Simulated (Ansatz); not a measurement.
# BClH5N: the cost of one run

Program: the Python package of Ansatz 0.2.0. Level of theory: r2SCAN0/def2-SVP. These are calculated values, not measurements.

### Step 1. The system

Bond lengths: N1–B2 1.534 Å, B2–Cl3 1.856 Å, N1–H4 1.045 Å, N1–H5 1.045 Å, N1–H6 1.045 Å, B2–H7 1.192 Å, B2–H8 1.192 Å. Angles: N1–B2–Cl3 110.0°, N1–B2–H7 109.7°, N1–B2–H8 109.7°, Cl3–B2–H7 109.2°, Cl3–B2–H8 109.2°, H7–B2–H8 109.0°, B2–N1–H4 109.7°, B2–N1–H5 109.3°, B2–N1–H6 109.7°, H4–N1–H5 109.3°, H4–N1–H6 109.6°, H5–N1–H6 109.3°.

Input file bclh5n.xyz:

```xyz
8

N     0.79780    0.17650    0.06340
B    -0.65680   -0.27790   -0.11450
Cl   -1.81270    1.02560    0.52630
H     0.99510    0.33600    1.07710
H     1.43820   -0.56460   -0.30050
H     0.95720    1.06200   -0.46820
H    -0.83790   -1.29150    0.48680
H    -0.88100   -0.46600   -1.27040
```

### Step 2. The script

File bclh5n_scan.py:

```python
import ansatz as az
import matplotlib.pyplot as plt
import numpy as np

BASIS_SET = 'def2-SVP'
XC = 'r2scan0'


def main() -> None:
    molecule = az.Crystal.molecule_from_extxyz('bclh5n.xyz')

    symbols = [site.symbol for site in molecule.cartesian_sites]
    start = np.array([site.position_ang for site in molecule.cartesian_sites])
    axis = (start[2] - start[1]) / np.linalg.norm(start[2] - start[1])
    moving = [2]
    lengths, energies = [1.634, 1.708, 1.782, 1.856, 1.931, 2.005, 2.079, 2.19], []
    for length in lengths:
        xyz = start.copy()
        xyz[moving] += (length - np.linalg.norm(start[2] - start[1])) * axis
        point = az.Crystal.molecule()
        for symbol, place in zip(symbols, xyz):
            point = point.atom(symbol, place.tolist())
        calc = (
            point.calculation()
            .basis(gaussian=BASIS_SET)
            .functional(XC)
        )
        summary = calc.run(threads=1, pin='off').report
        energies.append(summary['free_energy_ev'])
        print(f'r = {length:6.3f} A  E = {energies[-1]:.5f} eV  <S^2> = {abs(summary["mean_field"]["state"]["spin_squared"]):.3f}')

    fit = np.polynomial.Polynomial.fit(lengths, np.array(energies) - min(energies), 4).convert()
    roots = [r.real for r in fit.deriv().roots() if abs(r.imag) < 1e-9 and fit.deriv(2)(r.real) > 0]
    r_e = min(roots, key=lambda r: abs(r - lengths[int(np.argmin(energies))]))
    print(f'minimum of the fit at {r_e:.4f} A, force constant {fit.deriv(2)(r_e):.2f} eV/A^2')
    plt.figure(figsize=(4.5, 3))
    plt.plot(lengths, np.array(energies) - min(energies), 'o-')
    plt.xlabel('bond length (A)')
    plt.ylabel('E - E(min) (eV)')
    plt.tight_layout()
    plt.savefig('scan.png', dpi=100)


if __name__ == '__main__':
    main()
```

### Step 3. Running it

On the command line:

```sh
$ python bclh5n_scan.py
```

**Question.** How long does this script take on 1 thread of Arm Neoverse N1, shared host, and how much memory does it need?

About 40 s, with a peak of 0.25 GiB.
